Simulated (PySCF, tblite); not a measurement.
A database entry of computed molecular properties. Lists by class give the value and the number of equivalent atoms.

```json
{
 "formula": "C5H11",
 "smiles": "[CH2]CCCC",
 "inchi": "InChI=1S/C5H11/c1-3-5-4-2/h1,3-5H2,2H3",
 "charge": 0,
 "multiplicity": 2,
 "geometry_level": "GFN2-xTB",
 "atoms_angstrom": [
  ["C", 2.659, 0.101, -0.382],
  ["C", 1.472, -0.072, 0.467],
  ["C", 0.155, 0.063, -0.339],
  ["C", -1.072, -0.118, 0.549],
  ["C", -2.365, 0.017, -0.246],
  ["H", 3.056, -0.726, -0.94],
  ["H", 3.036, 1.082, -0.598],
  ["H", 1.477, -1.063, 0.931],
  ["H", 1.456, 0.684, 1.257],
  ["H", 0.149, -0.686, -1.134],
  ["H", 0.127, 1.048, -0.808],
  ["H", -1.036, -1.103, 1.02],
  ["H", -1.056, 0.629, 1.346],
  ["H", -3.228, -0.115, 0.401],
  ["H", -2.428, 1.001, -0.706],
  ["H", -2.409, -0.732, -1.034]
 ],
 "electronic_structure_code": "PySCF",
 "results": {
  "GFN2-xTB geometry": {
   "point_group": "Cs",
   "rotational_constants_GHz": [17.64, 2.049, 1.949]
  },
  "GFN2-xTB harmonic vibrations, gas phase": {
   "strongest_ir_bands_cm-1_km_per_mol_modes": [
    [525.7, 46.8, 1],
    [2979.1, 116.0, 2],
    [2988.5, 68.8, 1],
    [3030.8, 119.0, 2],
    [3037.4, 30.0, 1],
    [3167.4, 44.8, 1]
   ],
   "zpe_kcal_per_mol": 90.2
  },
  "UKS B3LYP, pcH-1 on C H, non-relativistic, mean-field spin-orbit, GIAO": {
   "g_iso": 2.00257,
   "g_tensor": [2.00215, 2.00274, 2.00281],
   "s2": 0.754,
   "a_iso_by_class_MHz": [
    ["13C", 95.4, 1],
    ["13C", 88.3, 1],
    ["1H", -62.1, 2],
    ["1H", 35.2, 2],
    ["13C", -31.9, 1]
   ],
   "spin_populations_mulliken_by_atom": [1.08, -0.09, 0.05, 0.01, 0.0, -0.05, -0.05, 0.01, 0.01, 0.0, 0.0, 0.0, 0.0, 0.0, 0.0, 0.0]
  }
 }
}
```

The zero-point energy, half the sum of the 42 harmonic wavenumbers, equals 31550 cm⁻¹ or 377 kJ/mol. ⟨S²⟩ is 0.004 above the pure-spin value S(S + 1) = 0.75. g_iso is shifted by about +250 ppm from the free-electron value 2.002319; the principal values span 0.0007.

 In GFN2-xTB open shells enter through the occupations alone, without spin polarisation, so single modes can be far off. Hyperfine couplings depend on the geometry, which wasn't re-optimised at a DFT level. Couplings of like nuclei are plain means over topologically equivalent atoms, as if these changed places fast (by rotation of a methyl-like group, say); in this geometry the members of some sets differ.

For the EPR job (B3LYP), the run took 49 s of wall time (grids of density and orbitals included) on Arm Neoverse V1, one thread, on a shared host, and the process peaked at 0.83 GiB of memory.

The values belong to the conformer `[CH2:1][CH2:2][CH2:3][CH2:4][CH3:5]`: C1–C2–C3–C4 180°, C2–C3–C4–C5 180°.
